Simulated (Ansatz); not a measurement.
Computed with Ansatz on PBE0-D4/def2-TZVP structures; ΔE is electronic, products minus reactants. CBS: MP2 limit from def2 TZ/QZ plus the TZ coupled-cluster correction, frozen cores. DFT in def2-TZVPP. B3LYP here is the variant with VWN-RPA as its local correlation; programs differ in this. One conformer a species, not always the lowest.

Consider the isomerisation: `C=C(C)C=O` → `CC1=COC1`.

`C=C(C)C=O`:

Cartesian coordinates in Å:
```
C 1.424 -0.014 -0.394
C 0.123 0.001 -0.101
C -0.453 -0.031 1.272
C -0.821 0.054 -1.234
O -2.019 0.073 -1.115
H 2.189 -0.052 0.373
H 1.757 0.011 -1.427
H -1.079 0.848 1.442
H -1.106 -0.899 1.391
H 0.329 -0.065 2.031
H -0.343 0.076 -2.237
```

`CC1=COC1`:

Z-matrix (Å, degrees):
```
C
O 1 1.459
C 1 1.943 2 45.2
C 1 1.506 2 88.5 3 0.0
H 1 1.092 2 110.4 3 -118.5
H 1 1.092 2 110.4 3 118.5
H 3 1.083 1 169.6 2 -0.0
C 4 1.475 1 135.3 2 180.0
H 8 1.092 4 110.6 1 179.7
H 8 1.095 4 111.8 1 -60.2
H 8 1.095 4 111.8 1 59.7
```

CCSD(T)/CBS gives +121.6 kJ/mol.

(1) Another level gave +109.3 kJ/mol. Which?
A. HF/def2-TZVPP
B. B3LYP-D4/def2-TZVPP
C. PBE0-D4/def2-TZVPP
D. CCSD/def2-TZVPP

Largest T1 diagnostic among the species: 0.014.

## Answers

(1) C. PBE0-D4 109.3, B3LYP-D4 132.8, CCSD/def2-TZVPP 124.0, HF/def2-TZVPP 147.4 kJ/mol.

In def2-TZVPP, CCSD(T) changes the Hartree–Fock value by −23.7 kJ/mol (the triples alone add −0.3 kJ/mol) and MP2 by −27.6 kJ/mol. From PBE to PBE0 (25 % exact exchange), in def2-TZVPP and without D4, ΔE moves by −3.1 kJ/mol.
